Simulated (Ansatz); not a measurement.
# AlPH (quartet): inputs that go wrong at distance Al1–H3 = 2.639 Å

6 inputs are run for AlPH (quartet) as typed; the log has to tell whether the result can be used and what must change.

The runs use Ansatz 0.2.0, Gaussian basis; the settings change from run to run.

18 further runs of the same task are left out: 14 that didn't finish, 4 set aside as unsound or not needed.

## (1) What is computed

The geometry derives from a PBE0/def2-TZVP stationary point (not a proven minimum). One bond is set to the value named and the two fragments are kept rigid.

3 atoms, charge 0, spin multiplicity 4.

Atoms are counted from 1 here; the program's logs count them from 0.

Bond lengths: Al1–P2 2.386 Å.

## (2) Attempt 1

File in.yaml:

```yaml
crystal:
  periodic: [false, false, false]
  atoms:
    - {symbol: Al, position_ang: [0.000000, -0.123146, 1.229446]}
    - {symbol: P, position_ang: [0.000000, 0.035559, -1.151503]}
    - {symbol: H, position_ang: [0.000000, 2.203760, 2.474368]}
basis:
  gaussian: {orbitals: 6-31G}
magnetization: {spin_polarized: false, initial_magnetization: 3}
correlation: {method: sc_nevpt2, electrons: all, active_space: {window: {electrons: 3, orbitals: 4}}}
output: {forces: true}
```

Launch:

```
$ ansatz run in.yaml --threads 1 --pin off --events-out ev --progress --plain --max-ram 2393MiB
```

Standard output:

```text
Functional definition: HF
  name "HF"
  cite "Fock, Z. Phys. 61, 126 (1930) doi:10.1007/BF01340294"
  parent pbe
  exchange = exact_x
  correlation = 0
310 factors; integrals over basis functions are off by at most 1.7e-4 eV
mean field evaluation 1: about -15864.2616 eV, gradient 7.6e0 eV
mean field evaluation 2: about -15864.2634 eV, gradient 7.6e0 eV
mean field evaluation 4: about -15865.1931 eV, gradient 1.3e0 eV
mean field evaluation 8: about -15865.2653 eV, gradient 3.2e-1 eV
mean field evaluation 16: about -15865.6661 eV, gradient 2.1e-2 eV
mean field evaluation 32: about -15865.2602 eV, gradient 2.1e-6 eV
mean field evaluation 64: about -15865.1277 eV, gradient 4.1e-1 eV
mean field evaluation 96: about -15865.0837 eV, gradient 3.5e-2 eV
mean field -15865.66608669 eV, -583.0524745512 hartree, gradient 2.5e-6 eV, S^2 3.750000; 13 other end points of the search recorded, 0 dependent functions left out
reference -15865.66608669 eV, -583.0524745512 hartree; 16, 13 occupied and 12, 15 virtual orbitals, 310 factors
state -15865.66608669 eV, -583.0524745512 hartree
state -15865.66608669 eV, -583.0524745512 hartree; corrected -15867.24954748 eV, -583.1106656619 hartree
state -15865.26017672 eV, -583.0375576349 hartree
state -15865.26017672 eV, -583.0375576349 hartree; corrected -15867.21032833 eV, -583.1092243846 hartree
state -15865.66608669 eV, -583.0524745512 hartree; corrected -15867.24954748 eV, -583.1106656619 hartree
WARN: 1 active orbitals are nearly empty or full. The corrections depend on them more than the energy does, and are more stable in an active space without them
the calculation of the forces begins
Error: an active orbital is full or empty, and SC-NEVPT2 has no forces then: leave it out of the active space
```

It took 1.6 s on 1 thread of Arm Neoverse V2, shared host.

**Diagnosis.** The run stopped with an error. It says: «an active orbital is full or empty, and SC-NEVPT2 has no forces then: leave it out of the active space». Cure: drop the forces, or choose an active space whose orbitals are all partly filled.

## (3) Attempt 2

File in.yaml:

```yaml
crystal:
  periodic: [false, false, false]
  atoms:
    - {symbol: Al, position_ang: [0.000000, -0.123146, 1.229446]}
    - {symbol: P, position_ang: [0.000000, 0.035559, -1.151503]}
    - {symbol: H, position_ang: [0.000000, 2.203760, 2.474368]}
basis:
  gaussian: {orbitals: 6-31G}
correlation: {active_space: {window: {electrons: 5, orbitals: 5}}}
magnetization: {spin_polarized: true, initial_magnetization: 3}
```

Launched as before.

Standard output:

```text
Error: invalid value for `correlation.active_space`: it starts from restricted Hartree–Fock orbitals; set hamiltonian.xc: hf without magnetization.spin_polarized
```

Run time: 0.03 s. Hardware: 1 thread of Arm Neoverse V2, shared host.

**Diagnosis.** The run was refused. An active space is asked on unrestricted orbitals. Fix: drop spin_polarized: true.

## (4) Attempt 3

File in.yaml:

```yaml
crystal:
  periodic: [false, false, false]
  atoms:
    - {symbol: Al, position_ang: [0.000000, -0.123146, 1.229446]}
    - {symbol: P, position_ang: [0.000000, 0.035559, -1.151503]}
    - {symbol: H, position_ang: [0.000000, 2.203760, 2.474368]}
basis:
  gaussian: {orbitals: "6-31G*", fitting: {mean_field: def2-universal-jkfit}}
magnetization: {spin_polarized: false, initial_magnetization: 3}
hamiltonian: {xc: pbe0}
correlation: {method: fic_mrcisd_q, electrons: outside_noble_gas, active_space: {window: {electrons: 5, orbitals: 5}}}
scf: {lower_state_search: off}
```

Launched as before.

Standard output:

```text
Error: invalid value for `correlation.active_space`: it starts from restricted Hartree–Fock orbitals; set hamiltonian.xc: hf without magnetization.spin_polarized
```

Wall time 0.03 s (1 thread of Arm Neoverse V2, shared host).

Diagnosis: The run was refused. An active space is asked on a functional's orbitals. Cure: start from Hartree-Fock.

## (5) Attempt 4

File in.yaml:

```yaml
crystal:
  periodic: [false, false, false]
  atoms:
    - {symbol: Al, position_ang: [0.000000, -0.123146, 1.229446]}
    - {symbol: P, position_ang: [0.000000, 0.035559, -1.151503]}
    - {symbol: H, position_ang: [0.000000, 2.203760, 2.474368]}
basis:
  gaussian: {orbitals: 6-31G}
magnetization: {spin_polarized: false, initial_magnetization: 3}
hamiltonian: {xc: r2scan}
correlation: {method: sc_nevpt2, electrons: outside_noble_gas, active_space: {window: {electrons: 5, orbitals: 5}}}
```

Same command.

Standard output:

```text
Error: invalid value for `correlation.active_space`: it starts from restricted Hartree–Fock orbitals; set hamiltonian.xc: hf without magnetization.spin_polarized
```

Run time: 0.03 s. Hardware: 1 thread of Arm Neoverse V2, shared host.

**Diagnosis.** The run was refused. An active space is asked on a functional's orbitals. Fix: start from Hartree-Fock.

## (6) Attempt 5

File in.yaml:

```yaml
crystal:
  periodic: [false, false, false]
  atoms:
    - {symbol: Al, position_ang: [0.000000, -0.123146, 1.229446]}
    - {symbol: P, position_ang: [0.000000, 0.035559, -1.151503]}
    - {symbol: H, position_ang: [0.000000, 2.203760, 2.474368]}
basis:
  gaussian: {orbitals: 6-31G}
magnetization: {spin_polarized: false, initial_magnetization: 3}
correlation: {method: mp2, frozen_orbitals: {Al: 9}}
accuracy: high
scf: {lower_state_search: off}
```

Same command.

Standard output:

```text
Functional definition: HF
  name "HF"
  cite "Fock, Z. Phys. 61, 126 (1930) doi:10.1007/BF01340294"
  parent pbe
  exchange = exact_x
  correlation = 0
these checks for a lower state are left out or cut short: stability, starts, cluster_reference, orbital_swaps, neighbouring_geometries, increment
Error: "frozen_orbitals" has no count for P
```

Run time: 0.03 s. Hardware: 1 thread of Arm Neoverse V2, shared host.

Diagnosis: The run was refused. The frozen-orbital counts are incomplete or too large. Fix: leave frozen_orbitals out, or give each element a count that its core has.

## (7) Attempt 6

File in.yaml:

```yaml
crystal:
  periodic: [false, false, false]
  atoms:
    - {symbol: Al, position_ang: [0.000000, -0.123146, 1.229446]}
    - {symbol: P, position_ang: [0.000000, 0.035559, -1.151503]}
    - {symbol: H, position_ang: [0.000000, 2.203760, 2.474368]}
basis:
  gaussian: {orbitals: 6-31G}
magnetization: {spin_polarized: false, initial_magnetization: 3}
correlation: {method: fic_mrcisd_q_relaxed, electrons: outside_noble_gas, active_space: {window: {electrons: 5, orbitals: 4}, states: [{multiplicity: 4, weights: [0.5, 1, 1, 1]}]}}
scf: {lower_state_search: light}
```

Launched as before.

Standard output:

```text
Functional definition: HF
  name "HF"
  cite "Fock, Z. Phys. 61, 126 (1930) doi:10.1007/BF01340294"
  parent pbe
  exchange = exact_x
  correlation = 0
554 factors; integrals over basis functions are off by at most 1.3e-7 eV
mean field evaluation 1: about -15864.2615 eV, gradient 7.6e0 eV
mean field evaluation 2: about -15864.2635 eV, gradient 7.6e0 eV
mean field evaluation 4: about -15865.1931 eV, gradient 1.3e0 eV
mean field evaluation 8: about -15865.2653 eV, gradient 3.2e-1 eV
mean field evaluation 16: about -15865.6662 eV, gradient 2.1e-2 eV
mean field evaluation 32: about -15865.2602 eV, gradient 2.3e-6 eV
mean field evaluation 64: about -15865.1279 eV, gradient 4.1e-1 eV
mean field evaluation 96: about -15865.0838 eV, gradient 3.5e-2 eV
mean field -15865.66617093 eV, -583.0524776471 hartree, gradient 2.6e-6 eV, S^2 3.750000; 13 other end points of the search recorded, 0 dependent functions left out
[... 1 line left out ...]
state -15865.29842295 eV, -583.0389631578 hartree
state -15864.56384883 eV, -583.0119680569 hartree
state -15864.55663385 eV, -583.0117029115 hartree
state -15861.82745801 eV, -582.9114075492 hartree
contracted CI cycle   1: correlation 0.00000000 eV, 0.0000000000 hartree, residual 7.85e0 eV
contracted CI cycle   2: correlation -2.16098968 eV, -0.0794149059 hartree, residual 1.86e0 eV
contracted CI cycle   3: correlation -2.30239777 eV, -0.0846115575 hartree, residual 1.05e0 eV
contracted CI cycle   4: correlation -2.35250050 eV, -0.0864527987 hartree, residual 4.68e-1 eV
contracted CI cycle   5: correlation -2.36672105 eV, -0.0869753944 hartree, residual 2.78e-1 eV
contracted CI cycle   6: correlation -2.37213390 eV, -0.0871743130 hartree, residual 1.85e-1 eV
contracted CI cycle   7: correlation -2.37385162 eV, -0.0872374381 hartree, residual 9.15e-2 eV
contracted CI cycle   8: correlation -2.37427042 eV, -0.0872528287 hartree, residual 4.20e-2 eV
contracted CI cycle   9: correlation -2.37433969 eV, -0.0872553744 hartree, residual 2.21e-2 eV
contracted CI cycle  10: correlation -2.37436094 eV, -0.0872561550 hartree, residual 1.01e-2 eV
contracted CI cycle  11: correlation -2.37436621 eV, -0.0872563486 hartree, residual 4.92e-3 eV
contracted CI cycle  12: correlation -2.37436740 eV, -0.0872563925 hartree, residual 2.51e-3 eV
contracted CI cycle  13: correlation -2.37436766 eV, -0.0872564021 hartree, residual 1.08e-3 eV
contracted CI cycle  14: correlation -2.37436770 eV, -0.0872564035 hartree, residual 5.00e-4 eV
state -15865.29842295 eV, -583.0389631578 hartree; corrected -15868.01605682 eV, -583.1388343604 hartree
contracted CI cycle   1: correlation 0.00000000 eV, 0.0000000000 hartree, residual 8.28e0 eV
contracted CI cycle   2: correlation -2.44672221 eV, -0.0899153828 hartree, residual 2.40e0 eV
contracted CI cycle   3: correlation -2.69489676 eV, -0.0990356294 hartree, residual 1.15e0 eV
contracted CI cycle   4: correlation -2.74631005 eV, -0.1009250328 hartree, residual 5.81e-1 eV
contracted CI cycle   5: correlation -2.76810831 eV, -0.1017261042 hartree, residual 3.03e-1 eV
contracted CI cycle   6: correlation -2.77441198 eV, -0.1019577597 hartree, residual 1.85e-1 eV
contracted CI cycle   7: correlation -2.77600257 eV, -0.1020162130 hartree, residual 7.80e-2 eV
contracted CI cycle   8: correlation -2.77639637 eV, -0.1020306845 hartree, residual 3.99e-2 eV
contracted CI cycle   9: correlation -2.77645961 eV, -0.1020330088 hartree, residual 2.19e-2 eV
contracted CI cycle  10: correlation -2.77648256 eV, -0.1020338522 hartree, residual 1.01e-2 eV
contracted CI cycle  11: correlation -2.77648719 eV, -0.1020340223 hartree, residual 3.95e-3 eV
contracted CI cycle  12: correlation -2.77648782 eV, -0.1020340455 hartree, residual 1.51e-3 eV
contracted CI cycle  13: correlation -2.77648791 eV, -0.1020340488 hartree, residual 7.14e-4 eV
contracted CI cycle  14: correlation -2.77648793 eV, -0.1020340496 hartree, residual 3.57e-4 eV
state -15864.56384883 eV, -583.0119680569 hartree; corrected -15867.85622660 eV, -583.1329607084 hartree
[... 268 lines left out ...]
contracted CI cycle 256: correlation -2.54751217 eV, -0.0936193454 hartree, residual 5.13e0 eV
contracted CI cycle 257: correlation 7.50890657 eV, 0.2759472266 hartree, residual 1.33e1 eV
contracted CI cycle 258: correlation -2.54751217 eV, -0.0936193454 hartree, residual 5.13e0 eV
contracted CI cycle 259: correlation 7.50890657 eV, 0.2759472266 hartree, residual 1.33e1 eV
contracted CI cycle 260: correlation -2.54751217 eV, -0.0936193454 hartree, residual 5.13e0 eV
contracted CI cycle 261: correlation 7.50890657 eV, 0.2759472266 hartree, residual 1.33e1 eV
contracted CI cycle 262: correlation -2.54751217 eV, -0.0936193454 hartree, residual 5.13e0 eV
contracted CI cycle 263: correlation 7.50890657 eV, 0.2759472266 hartree, residual 1.33e1 eV
contracted CI cycle 264: correlation -2.54751217 eV, -0.0936193454 hartree, residual 5.13e0 eV
contracted CI cycle 265: correlation 7.50890657 eV, 0.2759472266 hartree, residual 1.33e1 eV
contracted CI cycle 266: correlation -2.54751217 eV, -0.0936193454 hartree, residual 5.13e0 eV
contracted CI cycle 267: correlation 7.50890657 eV, 0.2759472266 hartree, residual 1.33e1 eV
contracted CI cycle 268: correlation -2.54751217 eV, -0.0936193454 hartree, residual 5.13e0 eV
contracted CI cycle 269: correlation 7.50890657 eV, 0.2759472266 hartree, residual 1.33e1 eV
contracted CI cycle 270: correlation -2.54751217 eV, -0.0936193454 hartree, residual 5.13e0 eV
contracted CI cycle 271: correlation 7.50890657 eV, 0.2759472266 hartree, residual 1.33e1 eV
contracted CI cycle 272: correlation -2.54751217 eV, -0.0936193454 hartree, residual 5.13e0 eV
contracted CI cycle 273: correlation 7.50890657 eV, 0.2759472266 hartree, residual 1.33e1 eV
contracted CI cycle 274: correlation -2.54751217 eV, -0.0936193454 hartree, residual 5.13e0 eV
contracted CI cycle 275: correlation 7.50890657 eV, 0.2759472266 hartree, residual 1.33e1 eV
contracted CI cycle 276: correlation -2.54751217 eV, -0.0936193454 hartree, residual 5.13e0 eV
contracted CI cycle 277: correlation 7.50890657 eV, 0.2759472266 hartree, residual 1.33e1 eV
contracted CI cycle 278: correlation -2.54751217 eV, -0.0936193454 hartree, residual 5.13e0 eV
contracted CI cycle 279: correlation 7.50890657 eV, 0.2759472266 hartree, residual 1.33e1 eV
contracted CI cycle 280: correlation -2.54751217 eV, -0.0936193454 hartree, residual 5.13e0 eV
contracted CI cycle 281: correlation 7.50890657 eV, 0.2759472266 hartree, residual 1.33e1 eV
contracted CI cycle 282: correlation -2.54751217 eV, -0.0936193454 hartree, residual 5.13e0 eV
contracted CI cycle 283: correlation 7.50890657 eV, 0.2759472266 hartree, residual 1.33e1 eV
contracted CI cycle 284: correlation -2.54751217 eV, -0.0936193454 hartree, residual 5.13e0 eV
contracted CI cycle 285: correlation 7.50890657 eV, 0.2759472266 hartree, residual 1.33e1 eV
contracted CI cycle 286: correlation -2.54751217 eV, -0.0936193454 hartree, residual 5.13e0 eV
contracted CI cycle 287: correlation 7.50890657 eV, 0.2759472266 hartree, residual 1.33e1 eV
contracted CI cycle 288: correlation -2.54751217 eV, -0.0936193454 hartree, residual 5.13e0 eV
contracted CI cycle 289: correlation 7.50890657 eV, 0.2759472266 hartree, residual 1.33e1 eV
contracted CI cycle 290: correlation -2.54751217 eV, -0.0936193454 hartree, residual 5.13e0 eV
contracted CI cycle 291: correlation 7.50890657 eV, 0.2759472266 hartree, residual 1.33e1 eV
contracted CI cycle 292: correlation -2.54751217 eV, -0.0936193454 hartree, residual 5.13e0 eV
contracted CI cycle 293: correlation 7.50890657 eV, 0.2759472266 hartree, residual 1.33e1 eV
contracted CI cycle 294: correlation -2.54751217 eV, -0.0936193454 hartree, residual 5.13e0 eV
contracted CI cycle 295: correlation 7.50890657 eV, 0.2759472266 hartree, residual 1.33e1 eV
contracted CI cycle 296: correlation -2.54751217 eV, -0.0936193454 hartree, residual 5.13e0 eV
contracted CI cycle 297: correlation 7.50890657 eV, 0.2759472266 hartree, residual 1.33e1 eV
contracted CI cycle 298: correlation -2.54751217 eV, -0.0936193454 hartree, residual 5.13e0 eV
contracted CI cycle 299: correlation 7.50890657 eV, 0.2759472266 hartree, residual 1.33e1 eV
contracted CI cycle 300: correlation -2.54751217 eV, -0.0936193454 hartree, residual 5.13e0 eV
state -15861.82745801 eV, -582.9114075492 hartree; corrected -15865.21983935 eV, -583.0360752638 hartree
WARN: the results are in doubt because the state at -15861.82745801 eV, -582.9114075492 hartree has the weight 0.45 in contracted CI; more orbitals belong in the active space
WARN: the results are in doubt because the states' residual is 5.1e0 eV, above 1.5e-3 eV
Total energy: -15867.10061435 eV, -583.1051924703 hartree
In doubt: the state at -15861.82745801 eV, -582.9114075492 hartree has the weight 0.45 in contracted CI; more orbitals belong in the active space
In doubt: the states' residual is 5.1e0 eV, above 1.5e-3 eV
```

Run time: 3.2 s. Hardware: 1 thread of Arm Neoverse V2, shared host.

Diagnosis: The run did not converge.

## (8) Summary

```
attempt                         level                ended                                                                                                   cause    time
      1             NEVPT2(3,4)/6-31G  stopped by an error  an active orbital is full or empty, and SC-NEVPT2 has no forces then: leave it out of the active space   1.6 s
      2             CASSCF(5,5)/6-31G              refused                                                       an active space is asked on unrestricted orbitals  0.03 s
      3          MRCISD+Q(5,5)/6-31G*              refused                                                     an active space is asked on a functional's orbitals  0.03 s
      4             NEVPT2(5,5)/6-31G              refused                                                     an active space is asked on a functional's orbitals  0.03 s
      5             MP2 on ROHF/6-31G              refused                                                   the frozen-orbital counts are incomplete or too large  0.03 s
      6  MRCISD+Q(relaxed)(5,4)/6-31G        not converged                                                                                             see the log   3.2 s
```

1 stopped by an error, 4 refused, 1 not converged.
